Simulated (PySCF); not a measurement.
Molecule: `C=CCC=C`, C₅H₈.

Bonds (- single, = double, # triple, : aromatic): C1=C2 1.333 Å, C2-C3 1.501 Å, C3-C4 1.501 Å, C4=C5 1.333 Å. C1 carries H6, H7; C2 carries H8; C3 carries H9, H10; C4 carries H11; C5 carries H12, H13. H6, H12 are cis to C3; H7, H13 are trans to C3.

Geometry PBE0-D3(BJ)/def2-SVP throughout; GIAO in PySCF 2.14, gas phase, one conformer, non-relativistic; equivalent atoms averaged; basis pcSseg-2.

For orientation, PBE0 gives these absolute shieldings σ: C2/C4 32.1, C1/C5 58.6, C3 137.4, H8/H11 25.26, H6/H12 25.88, H7/H13 25.97, H9/H10 28.34 ppm.

A run gave: C2/C4 41.2, C1/C5 67.3, C3 134.3, H8/H11 25.57, H6/H12 26.23, H7/H13 26.31, H9/H10 28.42 ppm (absolute shieldings σ).

Problem. Which functional was used in that run?
A. KT2
B. WP04
C. HF
D. KT3
E. CAM-B3LYP

Solution. D. H7/H13 tells them apart best: KT3 gives 26.31, WP04 gives 26.61, CAM-B3LYP gives 26.09, KT2 gives 26.12, HF gives 26.49 ppm.
